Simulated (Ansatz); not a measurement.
Process, species as SMILES: [SH] (HS) → [SH-] (an electron is taken up)
Each molecule is optimised on its own at B3LYP-D3(BJ)/def2-TZVP (Ansatz, a first-principles code).
Geometry of the first species:
```xyz
2

S      0.0000     0.0000    -0.0793
H      0.0000     0.0000     1.2681
```
Charge 0, spin multiplicity 2.

Quantity: adiabatic electron affinity (electronic energy difference), positive where the reaction releases energy, in eV. Valence correlation only, unless marked. UHF or UKS for open shells. No spin-orbit coupling. Non-relativistic. Anions need diffuse functions: aug- sets have them; def2-D sets add few; the other sets have none. CBS marks a two-point X^-3 extrapolation of the correlation energy; Hartree-Fock from the larger set.

```csv
level,program,adiabatic electron affinity (eV)
BLYP-D3(BJ)/def2-TZVPD,Ansatz + dftd3,2.25
revPBE/def2-TZVPD,Ansatz,…
B97M-V/def2-TZVPD,Ansatz,…
BHLYP/def2-TZVPD,Ansatz,…
HSE06-D3(BJ)/def2-TZVPD,Ansatz + dftd3,2.23
HSE06-D4/def2-TZVPD,Ansatz + dftd4,2.24
PBE-QIDH/def2-TZVPD,Ansatz,2.23
SCS-MP2/6-31G*,Ansatz,1.28
SCS-MP2/aug-cc-pV(T+d)Z,Ansatz,2.24
SCS-MP2/cc-pVTZ,Ansatz,1.81
SCS-MP2/def2-QZVPP,Ansatz,2.16
CCSD/aug-cc-pV(D+d)Z,Ansatz,…
CCSD/cc-pV(D+d)Z,Ansatz,1.07
CCSD/def2-SVPD,Ansatz,2.05
CCSD/def2-QZVPP,Ansatz,2.06
CCSD/def2-QZVPPD,Ansatz,2.17
CCSDT(Q)/cc-pV(D+d)Z,Ansatz,1.08
"CCSD(T)/CBS(aug-cc-pV(T+d)Z,aug-cc-pV(Q+d)Z)",Ansatz,2.36
```

Some entries are withheld; supply them.


- revPBE/def2-TZVPD, adiabatic electron affinity (eV): 2.26
- B97M-V/def2-TZVPD, adiabatic electron affinity (eV): 2.35
- BHLYP/def2-TZVPD, adiabatic electron affinity (eV): 2.08
- CCSD/aug-cc-pV(D+d)Z, adiabatic electron affinity (eV): 2.04
